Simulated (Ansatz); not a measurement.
BH2Me (CH5B), relaxed as a singlet with RKS r2SCAN-D4/def2-TZVP in Ansatz, starting from the GFN2-xTB geometry. Force threshold 0.02 eV/Å.

Start:

Cartesian coordinates in Å:
```
B -0.854 0.273 -0.058
H -1.134 1.155 -0.775
H -1.703 -0.288 0.519
C 0.637 -0.179 0.082
H 0.839 -0.875 -0.736
H 0.861 -0.715 1.002
H 1.355 0.630 -0.033
```

(1) Estimate the energy that the relaxation releases and the steps that it takes.

(2) Does the start keep its bonding?

(3) Predict the relaxed structure.

Answers

(1) 2.9 kJ/mol, in 5 steps; 3.7 s on 4 threads of Arm Neoverse V2 on a shared host. No frequencies were taken in this run, so the end may be a saddle point.

(2) By distances, no bond broke or formed. The bond that changes most is B1–H3, from 1.17 to 1.20 Å (atoms count from 1).

(3) 
| atom | x (Å) | y (Å) | z (Å) |
| --- | --- | --- | --- |
| B1 | -0.834 | 0.273 | -0.053 |
| H2 | -1.134 | 1.181 | -0.774 |
| H3 | -1.715 | -0.335 | 0.487 |
| C4 | 0.643 | -0.158 | 0.107 |
| H5 | 0.782 | -0.878 | -0.721 |
| H6 | 0.876 | -0.710 | 1.019 |
| H7 | 1.381 | 0.627 | -0.064 |
Bond lengths: 1 × B–C 1.55 Å; 3 × C–H 1.09 to 1.11 Å; 2 × B–H 1.20 Å.
